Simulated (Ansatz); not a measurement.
A nudged elastic band was laid between two geometries of BClFH + H2 (6 atoms, charge 0, multiplicity 1).

Theory: Ansatz, RKS PBE0-D4/def2-SVP.

* movable images: 9
* climbing image: yes
* spring: 5.0 eV/Å²
* optimiser: quadratic models (default)
* start path: through a guess of the saddle point
* force threshold: 0.03 eV/Å
* iteration limit: 55
* end points: relaxed

First end point:

```xyz
6
Properties=species:S:1:pos:R:3
B 0.010 -0.505 -0.036
F 0.035 -0.910 1.211
Cl 1.510 -0.432 -0.928
H -1.031 -0.201 -0.554
H 0.503 2.364 0.807
H 0.121 2.147 1.429
```

Last end point:

```xyz
6
Properties=species:S:1:pos:R:3
B -0.056 0.594 -0.238
F -0.075 0.339 1.694
Cl 1.602 -0.080 -0.464
H -0.963 -0.144 -0.513
H -0.143 1.791 -0.253
H 0.784 -0.035 1.702
```

Q: What changes between the two ends?

A: Bonds broken: B1–F2, H5–H6. Bonds formed: B1–H5, F2–H6. BClFH + H2 becomes BClH2 + FH.

Q: What energy profile does the band end with?

A: The forces met the threshold. The highest image is number 5 of 0 to 10, 1.79 eV above the first end and 0.56 eV above the last; the last end lies 1.24 eV above the first. A vibrational analysis at the climbing image gives one clearly imaginary mode, 1123i cm⁻¹: a first-order saddle point. The orbitals stay closed-shell, which can raise the energy where a bond breaks towards radicals; this wasn't checked here.

```json
{"image": "0", "path coordinate (Å)": "0.00", "energy (eV)": "0.00", "B1–F2 (Å)": "1.31", "H5–H6 (Å)": "0.76", "B1–H5 (Å)": "3.03"}
{"image": "1", "path coordinate (Å)": "0.43", "energy (eV)": "0.01", "B1–F2 (Å)": "1.31", "H5–H6 (Å)": "0.76", "B1–H5 (Å)": "2.68"}
{"image": "2", "path coordinate (Å)": "0.85", "energy (eV)": "0.08", "B1–F2 (Å)": "1.32", "H5–H6 (Å)": "0.76", "B1–H5 (Å)": "2.31"}
{"image": "3", "path coordinate (Å)": "1.28", "energy (eV)": "0.31", "B1–F2 (Å)": "1.33", "H5–H6 (Å)": "0.76", "B1–H5 (Å)": "1.92"}
{"image": "4", "path coordinate (Å)": "1.71", "energy (eV)": "0.98", "B1–F2 (Å)": "1.41", "H5–H6 (Å)": "0.82", "B1–H5 (Å)": "1.54"}
{"image": "5", "path coordinate (Å)": "2.14", "energy (eV)": "1.79", "B1–F2 (Å)": "1.62", "H5–H6 (Å)": "1.08", "B1–H5 (Å)": "1.32"}
{"image": "6", "path coordinate (Å)": "2.62", "energy (eV)": "1.43", "B1–F2 (Å)": "1.95", "H5–H6 (Å)": "1.57", "B1–H5 (Å)": "1.23"}
{"image": "7", "path coordinate (Å)": "3.10", "energy (eV)": "1.33", "B1–F2 (Å)": "2.11", "H5–H6 (Å)": "2.16", "B1–H5 (Å)": "1.21"}
{"image": "8", "path coordinate (Å)": "3.59", "energy (eV)": "1.32", "B1–F2 (Å)": "2.11", "H5–H6 (Å)": "2.50", "B1–H5 (Å)": "1.21"}
{"image": "9", "path coordinate (Å)": "4.07", "energy (eV)": "1.28", "B1–F2 (Å)": "2.05", "H5–H6 (Å)": "2.70", "B1–H5 (Å)": "1.20"}
{"image": "10", "path coordinate (Å)": "4.55", "energy (eV)": "1.24", "B1–F2 (Å)": "1.95", "H5–H6 (Å)": "2.83", "B1–H5 (Å)": "1.20"}
```

Q: What is the geometry of the highest image?

A: 
```xyz
6
Properties=species:S:1:pos:R:3
B 0.099 0.279 0.001
F 0.108 -0.121 1.569
Cl 1.581 -0.243 -0.805
H -0.973 0.025 -0.473
H 0.171 1.547 0.360
H 0.163 0.977 1.278
```

Q: What are the harmonic wavenumbers there?

A: 1123i, 288, 660, 769, 806, 1023, 1056, 1173, 1426, 2017, 2285, 2699 cm⁻¹.

Time of the run: 17 min on 1 thread of Intel(R) Xeon(R) Processor @ 2.50GHz (Skylake/Cascade Lake) (shared host), peak memory 0.12 GiB.
